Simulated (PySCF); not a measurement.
C4H6O.
SMILES with atom numbers: `[CH2:1]=[C:2]=[CH:3][O:4][CH3:5]` (hydrogens: H6, H7 on C1; H8 on C3; H9, H10, H11 on C5)

The geometry is computed with GFN2-xTB (gas phase).

(1) List the bond lengths, angles and torsions at this level.

Answers

(1) 
| bond | length (Å) | order |
| --- | --- | --- |
| C1=C2 | 1.295 | double |
| C2=C3 | 1.302 | double |
| C3–O4 | 1.374 | single |
| O4–C5 | 1.403 | single |
| C1–H6, C1–H7 | 1.080 | single |
| C3–H8 | 1.087 | single |
| C5–H9, C5–H10, C5–H11 | 1.094 | single |

Bonds in one row agree within 0.01 Å and their mean is given. Orders are formal, as drawn. A selection of angles:
| angle | degrees |
| --- | --- |
| C2–C1–H6 | 121.9 |
| H6–C1–H7 | 116.1 |
| C1–C2–C3 | 178.5 |
| C2–C3–O4 | 123.4 |
| C2–C3–H8 | 120.4 |
| O4–C3–H8 | 116.3 |
| C3–O4–C5 | 114.9 |
| O4–C5–H9 | 106.2 |
| O4–C5–H10 | 111.6 |
| H9–C5–H10 | 109.2 |

Torsions: C2–C3–O4–C5 178° (antiperiplanar).

Of the pairs four or more bonds apart, H8···H11 is among the closest relative to their van der Waals radii: 2.48 Å, 104 % of the sum of Bondi's values. The C–O distances run from 1.374 Å (C3–O4, drawn single) to 1.403 Å (O4–C5, drawn single), a spread of 0.029 Å. The 5 heavy atoms lie in one plane (0.009 Å rms).

Whether it is a minimum is left open (no frequencies). One conformer, not necessarily the lowest.
